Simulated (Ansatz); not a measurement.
I need a single point in a Gaussian basis of CH5OSi, SMILES CO[SiH2]. Use the Python package of Ansatz (0.2.0). Level of theory: B3LYP, def2-TZVP basis, multiplicity 2, D4 dispersion.

| atom | x (Å) | y (Å) | z (Å) |
| --- | --- | --- | --- |
| C | -0.2990 | 0.8959 | 0.3206 |
| O | -0.9386 | -0.3334 | 0.0782 |
| Si | 0.0143 | -1.5735 | -0.4422 |
| H | 0.1688 | 1.3568 | -0.6123 |
| H | 0.4075 | 0.8859 | 1.0861 |
| H | -1.1368 | 1.6422 | 0.6320 |
| H | 0.7249 | -1.1710 | -1.6952 |
| H | 1.1511 | -1.7600 | 0.5770 |

The script, `run_energy.py`:
```python
import json

import ansatz as az
from ase import Atoms

params = {
    "basis": "def2-TZVP",
    "functional": "b3lyp",
    "vdw": "d4",
}


def main() -> None:
    atoms = Atoms(["C", "O", "Si", "H", "H", "H", "H", "H"], positions=[
        (-0.299, 0.8959, 0.3206),
        (-0.9386, -0.3334, 0.0782),
        (0.0143, -1.5735, -0.4422),
        (0.1688, 1.3568, -0.6123),
        (0.4075, 0.8859, 1.0861),
        (-1.1368, 1.6422, 0.632),
        (0.7249, -1.171, -1.6952),
        (1.1511, -1.76, 0.577),
    ])
    molecule = az.Crystal.molecule_from_ase(atoms)

    calc = (
        molecule.calculation()
        .basis(gaussian=params["basis"])
        .functional(params["functional"], dispersion=params["vdw"])
        .spin("collinear", total=1)
    )
    print(calc.to_yaml())
    summary = calc.session().plan(threads=1).execute().report

    print(f"E = {summary['free_energy_ev']:.6f} eV = {summary['free_energy_ev'] / 27.211386246:.7f} Ha")
    print("converged:", summary["converged"], " doubts:", summary["published_state_doubts"] or "none")

    state = summary["mean_field"]["state"]
    print(f"mean field: {state['energy']['hartree']:.7f} Ha, <S^2> = {abs(state['spin_squared']):.4f}, stability: {state.get('stability', {}).get('kind')}")
    with open("ch5osi.json", "w") as handle:
        json.dump({k: summary[k] for k in ("free_energy_ev", "reference_energy_ev", "n_occupied", "n_virtual")}, handle, indent=1)


if __name__ == "__main__":
    main()
```

Output of `python run_energy.py`:
```text
crystal:
  periodic: [false, false, false]
  atoms:
    - { symbol: C, position_ang: [-0.299, 0.8959, 0.3206] }
    - { symbol: O, position_ang: [-0.9386, -0.3334, 0.0782] }
    - { symbol: Si, position_ang: [0.0143, -1.5735, -0.4422] }
    - { symbol: H, position_ang: [0.1688, 1.3568, -0.6123] }
    - { symbol: H, position_ang: [0.4075, 0.8859, 1.0861] }
    - { symbol: H, position_ang: [-1.1368, 1.6422, 0.632] }
    - { symbol: H, position_ang: [0.7249, -1.171, -1.6952] }
    - { symbol: H, position_ang: [1.1511, -1.76, 0.577] }
basis:
  gaussian:
    orbitals: def2-TZVP
hamiltonian:
  xc: b3lyp
  dispersion: d4
magnetization:
  spin_polarized: true
  initial_magnetization: 1.0

E = -11044.491676 eV = -405.8775829 Ha
converged: True  doubts: none
mean field: -405.8700162 Ha, <S^2> = 0.7515, stability: minimum
```

File `ch5osi.json` afterwards:
```json
{
 "free_energy_ev": -11044.4916762069,
 "reference_energy_ev": -11044.285776780891,
 "n_occupied": [
  17,
  16
 ],
 "n_virtual": [
  112,
  113
 ]
}
```

Caveats:
- Total energies depend on the basis set; only differences at equal settings carry meaning.
- The geometry is a force-field or estimated start, not a minimum of this method, and the basis set is short of its limit.
- The species is open-shell (spin multiplicity 2).
- b3lyp holds the VWN-RPA fit, as in Gaussian; the form of ORCA and Turbomole is b3lyp5.
- Finished in 4.7 s on 1 thread of Arm Neoverse V2, on a shared host, peak memory 0.32 GiB.

(Lines on the test bed's own set-up are left out of the output.)
